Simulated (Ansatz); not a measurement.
# SO+ (quartet): energies up the ladder, part 2 of 2

The task, for SO+ (quartet): energies up the ladder. Charge +1. Spin multiplicity 4.

Ansatz 0.2.0, Gaussian bases.

## Step 8: Single point, wB97M-V/def2-TZVPP

The input, input.yaml:

```yaml
crystal:
  periodic: [false, false, false]
  atoms:
    - { symbol: O, position_ang: [0.0, 0.0, -0.0875866] }
    - { symbol: S, position_ang: [0.0, 0.0, 1.5548366] }
magnetization:
  spin_polarized: true
  initial_magnetization: 3
total_charge: 1
basis:
  gaussian: { orbitals: def2-TZVPP }
hamiltonian:
  xc: { name: wB97M-V }
```

On the command line:

```
$ ansatz run input.yaml --threads 2 --pin off --max-ram 5120MiB --backend cpu --events-out ev --progress --plain --runs-dir out
```

What it wrote (excerpt; [...] marks lines left out):

```text
Warning: RAYON_NUM_THREADS=2 ignored (pool sized by the plan → 2); use --threads N
[...]
Functional definition: wB97M-V
[...]
  gx(w, u) = 1 - cx + cx01*u + cx10*w
  gss(w, u) = css00 + css04*u^4 + css10*w + css20*w^2 + css43*w^4*u^3
  gos(w, u) = cos00 + cos10*w + (cos20 + cos21*u)*w^2 + (cos60 + cos61*u)*w^6
[...]
      + integral(e_c_pw_mod_opposite_spin*gos(b97_w_opposite, b97_u_opposite)) + vv10(b, c)
442 factors; their error is unknown
71 factors; integrals over basis functions are off by at most 5.7e-5 eV
[...]
mean field -12867.67096648 eV, -472.8781859974 hartree, gradient 2.1e-5 eV, S^2 3.757625; 4 other end points of the search recorded, 0 dependent functions left out
reference -12867.67099093 eV, -472.8781868960 hartree; 13, 10 occupied and 60, 63 virtual orbitals, 442 factors
Total energy: -12867.67099093 eV, -472.8781868960 hartree
```

Run time: 9.1 s. Hardware: 2 threads of Intel Xeon at 2.50GHz (Skylake/Cascade Lake), shared host; peak memory 0.18 GiB.

## Step 9: Single point, B2PLYP/def2-TZVPP

input.yaml: that of step 8 with these lines changed.

```diff
@@ -12,2 +12,2 @@
 hamiltonian:
-  xc: { name: wB97M-V }
+  xc: { name: B2PLYP }
```

On the command line:

```
$ ansatz run input.yaml --threads 2 --pin off --max-ram 5120MiB --backend cpu --events-out ev --progress --plain --runs-dir out
```

What it wrote (excerpt; [...] marks lines left out):

```text
Warning: RAYON_NUM_THREADS=2 ignored (pool sized by the plan → 2); use --threads N
[...]
Functional definition: B2PLYP
[...]
446 factors; integrals over basis functions are off by at most 1.1e-3 eV
[...]
mean field -12861.45998573 eV, -472.6499366649 hartree, gradient 3.9e-6 eV, S^2 3.771035; 5 other end points of the search recorded, 0 dependent functions left out
6 core orbitals not correlated: weight in the atoms' cores, before any rotation towards them, 1.000 or more for the frozen orbitals, at most 0.000 for the correlated occupied ones
reference -12861.46007959 eV, -472.6499401142 hartree; 7, 4 occupied and 60, 63 virtual orbitals, 446 factors
second order -10.07676253 eV of doubles, -0.00000000 eV of singles
Total energy: -12864.18080547 eV, -472.7499249462 hartree
```

Wall time 7.4 s (2 threads of Intel Xeon at 2.50GHz (Skylake/Cascade Lake), shared host); peak memory 0.14 GiB.

## Step 10: Single point, LDA/def2-TZVPP

input.yaml: that of step 9 with these lines changed.

```diff
@@ -12,2 +12,2 @@
 hamiltonian:
-  xc: { name: B2PLYP }
+  xc: lda
```

On the command line:

```
$ ansatz run input.yaml --threads 2 --pin off --max-ram 5120MiB --backend cpu --events-out ev --progress --plain --runs-dir out
```

What it wrote:

```text
Warning: RAYON_NUM_THREADS=2 ignored (pool sized by the plan → 2); use --threads N
Engine: ansatz 0.2.0, x86_64-unknown-linux-gnu
Functional definition: SPW92
  exchange = slater_x
  correlation = pw_c
435 factors; their error is unknown
mean field evaluation 1: about -12792.8940 eV, gradient 7.6e1 eV
mean field evaluation 2: about -12573.1318 eV, gradient 1.9e2 eV
mean field evaluation 4: about -12815.6547 eV, gradient 1.3e1 eV
mean field evaluation 8: about -12816.4067 eV, gradient 9.9e-2 eV
mean field evaluation 16: about -12816.4027 eV, gradient 1.5e-5 eV
mean field evaluation 32: about -12816.4027 eV, gradient 1.3e-3 eV
mean field -12816.40266462 eV, -470.9941106552 hartree, gradient 1.5e-5 eV, S^2 3.754432; 5 other end points of the search recorded, 0 dependent functions left out
reference -12816.40268367 eV, -470.9941113550 hartree; 13, 10 occupied and 60, 63 virtual orbitals, 435 factors
Total energy: -12816.40268367 eV, -470.9941113550 hartree
```

Run time: 2.1 s. Hardware: 2 threads of Intel Xeon at 2.50GHz (Skylake/Cascade Lake), shared host; peak memory 0.11 GiB.

## Step 11: Single point, PBE0-D4/def2-SVP

input.yaml: that of step 10 with these lines changed.

```diff
@@ -10,4 +10,5 @@
 basis:
-  gaussian: { orbitals: def2-TZVPP }
+  gaussian: { orbitals: def2-SVP }
 hamiltonian:
-  xc: lda
+  xc: pbe0
+  dispersion: d4
```

On the command line:

```
$ ansatz run input.yaml --threads 2 --pin off --max-ram 5120MiB --backend cpu --events-out ev --progress --plain --runs-dir out
```

What it wrote:

```text
Warning: RAYON_NUM_THREADS=2 ignored (pool sized by the plan → 2); use --threads N
Engine: ansatz 0.2.0, x86_64-unknown-linux-gnu
Functional definition: PBE0
  parameter a = 0.25
  parameter kappa = 0.804
  parameter beta = 0.06672455060314922
  exchange = (1 - a)*pbe_x(kappa = kappa, mu = beta*pi^2/3) + a*exact_x
  correlation = pbe_c(beta = beta)
286 factors; integrals over basis functions are off by at most 1.5e-3 eV
mean field evaluation 1: about -12839.7114 eV, gradient 5.8e1 eV
mean field evaluation 2: about -12754.0446 eV, gradient 1.4e2 eV
mean field evaluation 4: about -12854.3429 eV, gradient 8.3e0 eV
mean field evaluation 8: about -12854.7118 eV, gradient 6.9e-1 eV
mean field evaluation 16: about -12854.7141 eV, gradient 7.7e-4 eV
mean field evaluation 32: about -12854.7139 eV, gradient 2.2e-1 eV
mean field -12856.42284270 eV, -472.4648250727 hartree, gradient 2.2e-5 eV, S^2 3.759387; 3 other end points of the search recorded, 0 dependent functions left out
reference -12856.42285391 eV, -472.4648254847 hartree; 13, 10 occupied and 19, 22 virtual orbitals, 286 factors
Total energy: -12856.43429806 eV, -472.4652460497 hartree
```

It took 2.1 s on 2 threads of Intel Xeon at 2.50GHz (Skylake/Cascade Lake), shared host; peak memory 0.092 GiB.

## Step 12: Single point, PBE-D4/def2-SVP

input.yaml: that of step 11 with these lines changed.

```diff
@@ -12,3 +12,3 @@
 hamiltonian:
-  xc: pbe0
+  xc: pbe
   dispersion: d4
```

On the command line:

```
$ ansatz run input.yaml --threads 2 --pin off --max-ram 5120MiB --backend cpu --events-out ev --progress --plain --runs-dir out
```

What it wrote:

```text
Warning: RAYON_NUM_THREADS=2 ignored (pool sized by the plan → 2); use --threads N
Engine: ansatz 0.2.0, x86_64-unknown-linux-gnu
Functional definition: PBE
  parameter kappa = 0.804
  parameter beta = 0.06672455060314922
  exchange = pbe_x(kappa = kappa, mu = beta*pi^2/3)
  correlation = pbe_c(beta = beta)
348 factors; their error is unknown
mean field evaluation 1: about -12833.6114 eV, gradient 6.8e1 eV
mean field evaluation 2: about -12653.9248 eV, gradient 1.7e2 eV
mean field evaluation 4: about -12855.6073 eV, gradient 5.5e0 eV
mean field evaluation 8: about -12855.7420 eV, gradient 9.5e-2 eV
mean field evaluation 16: about -12833.6114 eV, gradient 6.8e1 eV
mean field evaluation 32: about -12855.7421 eV, gradient 1.2e-5 eV
mean field -12855.74207585 eV, -472.4398073525 hartree, gradient 7.3e-5 eV, S^2 3.755266; 3 other end points of the search recorded, 0 dependent functions left out
reference -12855.74209080 eV, -472.4398079019 hartree; 13, 10 occupied and 19, 22 virtual orbitals, 348 factors
Total energy: -12855.75609884 eV, -472.4403226878 hartree
```

It took 1.4 s on 2 threads of Intel Xeon at 2.50GHz (Skylake/Cascade Lake), shared host; peak memory 0.089 GiB.

## Step 13: Single point, CCSD(T)/def2-TZVPP

input.yaml: that of step 12 with these lines changed.

```diff
@@ -10,5 +10,6 @@
 basis:
-  gaussian: { orbitals: def2-SVP }
-hamiltonian:
-  xc: pbe
-  dispersion: d4
+  gaussian: { orbitals: def2-TZVPP }
+correlation:
+  method: ccsd_t
+scf:
+  omitted_lower_state_checks: [cluster_reference]
```

On the command line:

```
$ ansatz run input.yaml --threads 2 --pin off --max-ram 5120MiB --backend cpu --events-out ev --progress --plain --runs-dir out
```

What it wrote (excerpt; [...] marks lines left out):

```text
Warning: RAYON_NUM_THREADS=2 ignored (pool sized by the plan → 2); use --threads N
[...]
Functional definition: HF
[...]
446 factors; integrals over basis functions are off by at most 1.1e-3 eV
[...]
mean field -12843.36407242 eV, -471.9849241166 hartree, gradient 4.9e-6 eV, S^2 3.797339; 11 other end points of the search recorded, 0 dependent functions left out
6 core orbitals not correlated: weight in the atoms' cores, before any rotation towards them, 1.000 or more for the frozen orbitals, at most 0.000 for the correlated occupied ones
reference -12843.36407242 eV, -471.9849241166 hartree; 7, 4 occupied and 60, 63 virtual orbitals, 446 factors
second order -8.00382978 eV of doubles, -0.00000000 eV of singles
cycle   1  -8.46405308 eV  change   -4.6e-1 eV  update   8.6e-2
[...]
cycle  12  -8.87977517 eV  change    6.7e-6 eV  update   7.1e-6
perturbative correction -0.37351572 eV, -0.0137264496 hartree
Total energy: -12852.61736331 eV, -472.3249762846 hartree
Checks for a lower state left out: cluster_reference
```

Run time: 8.6 s. Hardware: 2 threads of Intel Xeon at 2.50GHz (Skylake/Cascade Lake), shared host; peak memory 0.23 GiB.

## Step 14: Single point, CCSD(T)/def2-QZVPP

input.yaml: that of step 13 with these lines changed.

```diff
@@ -10,3 +10,3 @@
 basis:
-  gaussian: { orbitals: def2-TZVPP }
+  gaussian: { orbitals: def2-QZVPP.json }
 correlation:
```

On the command line:

```
$ ansatz run input.yaml --threads 2 --pin off --max-ram 5120MiB --backend cpu --events-out ev --progress --plain --runs-dir out
```

What it wrote (excerpt; [...] marks lines left out):

```text
Warning: RAYON_NUM_THREADS=2 ignored (pool sized by the plan → 2); use --threads N
[...]
Functional definition: HF
[...]
782 factors; integrals over basis functions are off by at most 1.0e-3 eV
[...]
mean field -12843.77362931 eV, -471.9999750547 hartree, gradient 2.1e-6 eV, S^2 3.798405; 11 other end points of the search recorded, 0 dependent functions left out
6 core orbitals not correlated: weight in the atoms' cores, before any rotation towards them, 1.000 or more for the frozen orbitals, at most 0.000 for the correlated occupied ones
reference -12843.77362931 eV, -471.9999750547 hartree; 7, 4 occupied and 114, 117 virtual orbitals, 782 factors
second order -8.72158824 eV of doubles, -0.00000000 eV of singles
cycle   1  -9.08706061 eV  change   -3.7e-1 eV  update   8.5e-2
[...]
cycle  12  -9.49609924 eV  change    6.1e-6 eV  update   8.0e-6
perturbative correction -0.42692857 eV, -0.0156893355 hartree
Total energy: -12853.69665712 eV, -472.3646396007 hartree
Checks for a lower state left out: cluster_reference
```

Run time: 34 s. Hardware: 2 threads of Intel Xeon at 2.50GHz (Skylake/Cascade Lake), shared host; peak memory 0.86 GiB.

## Step 15: Extrapolation to the basis-set limit

CCSD(T)/CBS estimate, frozen core: CCSD(T) correlation extrapolated, from def2-TZVPP and def2-QZVPP: mean field -12843.8300 eV, total -12854.2492 eV. The exponents are 7.88 (mean field) and 2.97 (correlation).

## Step 16: The levels compared

```csv
level,O1–S2 (Å),rotational constants (MHz),highest frequency (cm⁻¹),CPU time
PBE0-D4/def2-TZVPP,1.6424,17573,904,23 s
```

Constants are for the commonest isotopes at the equilibrium geometry; times are CPU times of the relaxations.

## Step 17: Total energies

```csv
level,energy (eV),CPU time
PBE-D4/def2-TZVPP,-12862.2126,5.7 s
r2SCAN-D4/def2-TZVPP,-12867.2426,8 s
B3LYP-D4/def2-TZVPP,-12869.2745,8.1 s
wB97M-V/def2-TZVPP,-12867.6710,15 s
B2PLYP/def2-TZVPP,-12864.1808,12 s
LDA/def2-TZVPP,-12816.4027,3 s
PBE0-D4/def2-SVP,-12856.4343,3.3 s
PBE-D4/def2-SVP,-12855.7561,2.3 s
CCSD(T)/def2-TZVPP,-12852.6174,14 s
CCSD(T)/def2-QZVPP,-12853.6967,62 s
CCSD(T)/CBS,-12854.2492,-
```

## Step 18: Results

The summary covers parts 1 to 2.

| quantity | value |
| --- | --- |
| O1–S2 at PBE0-D4/def2-TZVPP | 1.642 Å |
| frequencies at PBE0-D4/def2-TZVPP | 904 cm⁻¹ |
| energy at CCSD(T)/CBS | -12854.249 eV |

**Reading.** No mode is imaginary, so the geometry is a minimum. These totals serve in differences with atoms or fragments at the same level; alone they don't rank the methods.
